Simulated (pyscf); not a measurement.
Thermochemistry of product channels of Cl–SiH(Cl)–Cl + Cl• on the doublet surface, in kJ/mol, from CCSD(T)/def2-TZVPP + ΔMP2(QZVPP) energies (ideal gas, 1 atm, RRHO with modes under 100 cm⁻¹ raised to 100, one conformer, R ln 2 for rigid chiral ones). PySCF, gas phase, ωB97X-D3(BJ)/def2-SVP geometries. MP2 and CC: frozen core, UHF for open shells. ΔMP2 is the change of the MP2 total energy from the triple- to the quadruple-zeta basis.

```json
[
 {"products": "Cl–Si•(Cl)–Cl + HCl", "ΔE": "-38.4", "ΔH(298 K)": "-42.3", "ΔG(298 K)": "-52.3", "ΔG(900 K)": "-72.1"},
 {"products": "Cl–Cl + Cl–Si:–Cl [singlet] + H•", "ΔE": "+446.5", "ΔH(298 K)": "+424.9", "ΔG(298 K)": "+381.2", "ΔG(900 K)": "+291.4"},
 {"products": "Cl–Si(Cl)(Cl)–Cl + H•", "ΔE": "-54.4", "ΔH(298 K)": "-69.3", "ΔG(298 K)": "-61.2", "ΔG(900 K)": "-49.8"},
 {"products": "Cl–Cl + Cl–SiH•–Cl", "ΔE": "+230.0", "ΔH(298 K)": "+224.8", "ΔG(298 K)": "+210.8", "ΔG(900 K)": "+184.8"}
]
```

These are energies of the channels, which say nothing of barriers. The CCSD(T) − MP2 part came from Ansatz, without density fitting, on the same reference. Left out: orbital degeneracy and the spin-orbit lowering of Cl.
